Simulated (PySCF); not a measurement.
Potential energy curve for SMILES C. The C1–H5 bond (C1 also carries H, H, H; H5 carries nothing else) is pulled apart rigidly from the PBE0/def2-TZVP optimised geometry.

Levels of theory: RKS-B3LYP = restricted B3LYP/cc-pVDZ in PySCF; RMP2 = MP2 on RHF/cc-pVDZ, 1 core orbital frozen (PySCF 2.14.0); RHF/3-21G = restricted Hartree-Fock/3-21G run with PySCF 2.14.0; UCCSD(T) = PySCF 2.14.0 with CCSD(T) on UHF/cc-pVDZ, 1 core orbital frozen.

Energies relative to the lowest point of each curve near equilibrium, in kcal/mol:

```
R / Å  RKS-B3LYP   RMP2  RHF/3-21G
-----  ---------  -----  ---------
0.98         7.0    7.3        5.5
1.01         3.7    3.8        2.6
1.27         8.1    8.7       10.5
1.49        30.1   32.2       35.2
1.64        46.6   49.9       54.0
1.80        63.3   67.9       73.9
1.97        79.5   85.3       94.0
2.16        95.3  102.1      114.7
2.39       111.4  118.8      136.9
2.67       126.8  134.1      160.0
2.96       139.0  144.6      180.0
3.80       159.5  150.5      219.0
```

Problem. What does UCCSD(T) give at the same points?

Solution. 0.98: 7.7; 1.01: 4.1; 1.27: 8.0; 1.49: 30.0; 1.64: 46.1; 1.80: 62.4; 1.97: 77.2; 2.16: 90.5; 2.39: 102.3; 2.67: 110.0; 2.96: 112.7; 3.80: 114.0 (kcal/mol).

At the longest distance RKS-B3LYP leaves fractional charges on the fragments, a sign of delocalisation error or of the restricted form. The restricted form behind RKS-B3LYP, RMP2, RHF/3-21G keeps the bonding electrons paired and can't separate into open-shell fragments. The T1 diagnostic of CCSD on the restricted reference of RMP2 exceeds 0.045 at 2.67 to 3.80 Å. The unrestricted determinant behind UCCSD(T) is spin-contaminated at 1.80 to 3.80 Å (<S²> up to 1.0, against 0.00 for a pure singlet).
